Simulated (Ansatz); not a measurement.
# C5H5F: small, medium and large basis sets

One table from this session's results is given with a row withheld; the runs are named, their logs left out.

Program: Ansatz 0.2.0, Gaussian basis. Level of theory: one geometry, several basis sets. These are calculated values, not measurements.

Plan: PBE0-D4/def2-SVP; ωB97M-V/def2-SVP; PBE0-D4/def2-QZVPP; ωB97M-V/def2-QZVPP; the functionals' def2-TZVPP values are taken from earlier runs.

## Structure used throughout

An earlier PBE0-D4 in a triple-zeta def2 set relaxation fixed the geometry.

11 atoms, charge 0, spin multiplicity 1.

Atoms are counted from 1 here; the program's logs count them from 0.

Bond lengths: F1–C2 1.330 Å, C2–C3 1.337 Å, C2–C6 1.454 Å, C3–C4 1.492 Å, C3–H7 1.079 Å, C4–C5 1.495 Å, C4–H8 1.098 Å, C4–H9 1.098 Å, C5–C6 1.340 Å, C5–H10 1.081 Å, C6–H11 1.081 Å. Angles: F1–C2–C3 126.7°, F1–C2–C6 121.3°, C3–C2–C6 112.0°, C2–C3–C4 106.9°, C2–C3–H7 127.2°, C4–C3–H7 125.9°, C3–C4–C5 104.2°, C3–C4–H8 112.2°, C3–C4–H9 112.2°, C5–C4–H8 111.2°, C5–C4–H9 111.2°, H8–C4–H9 106.0°, C4–C5–C6 109.4°, C4–C5–H10 123.9°, C6–C5–H10 126.7°, C2–C6–C5 107.5°, C2–C6–H11 124.5°, C5–C6–H11 128.0°.

Set-up of the first run:

in.yaml reads:

```yaml
crystal:
  periodic: [false, false, false]
  atoms:
    - {symbol: F, position_ang: [0.004385, -2.240890, -1.280900]}
    - {symbol: C, position_ang: [0.012758, -1.096728, -0.602957]}
    - {symbol: C, position_ang: [0.421211, -0.918520, 0.657763]}
    - {symbol: C, position_ang: [0.239985, 0.529236, 0.971308]}
    - {symbol: C, position_ang: [-0.320789, 1.109609, -0.287716]}
    - {symbol: C, position_ang: [-0.449587, 0.142431, -1.206083]}
    - {symbol: H, position_ang: [0.809285, -1.667664, 1.330430]}
    - {symbol: H, position_ang: [-0.439500, 0.687408, 1.818704]}
    - {symbol: H, position_ang: [1.185166, 1.014895, 1.246177]}
    - {symbol: H, position_ang: [-0.574059, 2.153400, -0.409472]}
    - {symbol: H, position_ang: [-0.823457, 0.229821, -2.216854]}
basis:
  gaussian: {orbitals: def2-SVP}
hamiltonian: {xc: pbe0, dispersion: d4}
output: {orbitals: {seedname: orbitals}}
```

Steps of the session up to this table: PBE0-D4 in def2-SVP; ωB97M-V in def2-SVP; PBE0-D4 in def2-QZVPP; ωB97M-V in def2-QZVPP.

One of the session's tables, all rows but one given; the rest of the session is left out.

It belongs to the step «Functionals by basis». 

| functional | basis | HOMO (eV) |
| --- | --- | --- |
| PBE0-D4 | def2-SVP | -6.47 |
| PBE0-D4 | def2-TZVPP | -6.51 |
| PBE0-D4 | def2-QZVPP | -6.53 |
| ωB97M-V | def2-SVP | -8.66 |
| ωB97M-V | def2-TZVPP | -8.70 |
| ωB97M-V | def2-QZVPP | ? |

Estimate the missing values for ωB97M-V, def2-QZVPP.

**Answer.** HOMO (eV): -8.71. In the column «HOMO (eV)» it is the lowest.
